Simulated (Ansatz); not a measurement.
System: rock-salt ErN. Method: PBEsol (PAW; Ansatz, a program for electronic structure).

Run with plane-wave cutoff 500 eV, 14×14×14 k mesh, Fermi–Dirac smearing 0.05 eV, spin-polarised with parallel moments, scalar-relativistic PAW data made under PBE.

Computed at the level's own relaxed cell.

Question: Estimate the equilibrium volume per atom and equilibrium lattice constant a that the calculation returns.

Answer: 
* **equilibrium volume per atom**: 13.58 Å³/atom
* **equilibrium lattice constant a**: 4.771 Å

The run finds no gap.

Note: the magnetic order was assumed, not searched for or taken from measurement; the 4f shell is treated without U or exact exchange, so its levels and filling can be wrong.

Spin–orbit coupling is not included.

The computed numbers hold no vibrational or temperature effects.
